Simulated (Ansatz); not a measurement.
Results of rVV10 in Ansatz (PAW) for rock-salt TiC.

Settings: plane-wave cutoff 520 eV, 22×22×22 k mesh, Fermi–Dirac smearing 0.05 eV, no spin polarisation, scalar-relativistic PAW data made under PBE.

Cell (relaxed at this level):

```xyz
2
Lattice="0.0000 2.1781 2.1781 2.1781 0.0000 2.1781 2.1781 2.1781 0.0000" Properties=species:S:1:pos:R:3 pbc="T T T"
Ti     0.0000     0.0000     0.0000
C      2.1781     2.1781     2.1781
```

**Question.** Estimate the bulk modulus B0 and pressure derivative B′ of the bulk modulus that the calculation returns.

**Answer.** 
bulk modulus B0: 243 GPa
pressure derivative B′ of the bulk modulus: 4.0

The run finds no gap.

Measured, for comparison: bulk modulus 240 GPa (temperature not stated, no zero-point or thermal correction, our sources range from 235 to 268; as tabulated in Krasnenko and Brik (2013), arXiv:1306.3139). Computed (rounded) less measured: bulk modulus not scored (sources differ).

Computing time: very roughly 50 core-seconds.

Ansatz is a first-principles code.
